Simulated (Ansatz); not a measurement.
A made-up structure of Si$_{2}$NH$_{2}$, doublet:

N1  (-0.385, -0.611, -0.086)
Si2  (-0.077, -0.698, 1.589)
Si3  (1.030, 0.459, -0.125)
H4  (-0.216, -1.100, 2.943)
H5  (0.546, 1.784, -0.673)
(Å)

It is relaxed with PBE-D4/def2-SVP and then PBE0-D4/def2-TZVP (Ansatz 0.2.0). Atoms count as bonded within 1.22 times the sum of their covalent radii (H–H: 0.88 Å). The end point is not checked to be a true minimum.

Task: Does its bonding change? (Judge from chemistry; the calculation decides.)

Result: The calculation gives: No: no bond forms or breaks.

Where it ends: The first stage lowers the energy by 0.80 eV in 9 steps. It ends as Si₂NH₂ ([N]1[SiH][SiH]1):
N1  (-0.365, -0.527, 0.180)
Si2  (0.406, -0.827, 1.651)
Si3  (0.906, 0.553, -0.082)
H4  (-0.551, -1.139, 2.778)
H5  (0.503, 1.773, -0.879)
(Å)

Labels in which every atom is bracketed show which atoms are joined, not bond orders.

For scale, one of the runs: PBE0-D4/def2-TZVP relaxation, 117 basis functions, launched by `ansatz run in.yaml --threads 2 --pin off --events-out ev --progress --plain --max-ram 4352MiB`. Hardware: 2 CPU threads of an Arm Neoverse V2, shared host. Wall time about 17 s.
